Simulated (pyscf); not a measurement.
Optimised with ωB97X-D3(BJ)/def2-SVP in PySCF.

Question: H₂C=C(F)–F + H• → H₂C=C•–F + HF
Surface: doublet. Broken: C–F. Formed: F–H. Give ΔE‡ and ΔE from PBE/def2-TZVP, relative to the separated reactants.

Answer: ΔE‡ = 129.5 kJ/mol, ΔE = -19.9 kJ/mol. CCSD(T)/def2-TZVPP + ΔMP2(QZVPP) gives 184.3 kJ/mol and -39.8 kJ/mol. Zero-point energy shifts the barrier by -1.5 kJ/mol. It is an atom transfer, with an imaginary mode of 1981i cm⁻¹. This is the saddle that the search found; another between the same sides may lie lower. The angle at the transferred F is 178°. The CCSD(T) − MP2 part came from Ansatz, without density fitting, on the same reference. A UHF reference is spin-contaminated (<S²> up to 1.00), which harms MP2 most.
